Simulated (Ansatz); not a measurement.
# Four-centre ligand exchange

Start structure (SiPH₇, closed shell), relaxed at PBE0-D4/def2-TZVP:

Si1  (-1.504, 0.733, -0.836)
H2  (-0.798, -0.467, -1.356)
H3  (-2.626, 1.063, -1.754)
H4  (-2.044, 0.450, 0.516)
H5  (-0.565, 1.880, -0.780)
H6  (1.229, -1.929, 1.054)
P7  (1.456, -0.528, 1.062)
H8  (2.444, -0.608, 2.079)
H9  (2.409, -0.593, 0.013)
(Å)

The step: SiH₄ + PH₃ → SiPH₅ ([SiH3][PH2]) + H₂; bonds formed: Si1–P7, H2–H6; bonds broken: Si1–H2, H6–P7. Computed with Ansatz 0.2.0 (basis: def2-TZVPP and def2-QZVPP); correlated methods freeze the cores. Extrapolation: Hartree–Fock as exp(−7.88 √X), correlation as X^−2.97. Energies below are by CCSD(T) at an estimated basis limit (MP2 extrapolated from triple and quadruple zeta, plus CCSD(T) − MP2 in triple zeta).

What are the electronic barrier and the energy of the step, from the start structure to the end structure? (An estimate is asked for; the value comes from the calculation.)

The calculation gives: Barrier 2.737 eV; step energy 0.033 eV (uphill); reverse barrier, their difference, 2.704 eV. Barrier and step energy count from the start structure, the reverse barrier from the end structure.

The saddle point: One imaginary mode of 1509i cm⁻¹.
```json
{"pair": "Si1–P7", "start (Å)": "3.74", "saddle (Å)": "2.38", "end (Å)": "2.26"}
{"pair": "H2–H6", "start (Å)": "3.47", "saddle (Å)": "1.20", "end (Å)": "0.75"}
{"pair": "Si1–H2", "start (Å)": "1.49", "saddle (Å)": "1.81", "end (Å)": "3.70"}
{"pair": "H6–P7", "start (Å)": "1.42", "saddle (Å)": "1.55", "end (Å)": "3.32"}
```

Zero-point energy (harmonic, PBE0-D4): ZPE is 1.528 eV at the start and 1.486 eV at the saddle, so the barrier goes from 2.737 to 2.695 eV.

T1 diagnostic: at most 0.015.

Labels in which every atom is bracketed show which atoms are joined, not bond orders.

For scale, one of the runs: CCSD(T)/def2-TZVPP, 182 basis functions, launched by `ansatz run in.yaml --threads 2 --pin off --events-out ev --progress --plain --max-ram 4352MiB`. Time: 18 s of wall clock on 2 CPU threads of an Intel Xeon; the host was shared. Peak host memory: 1.7 GiB.
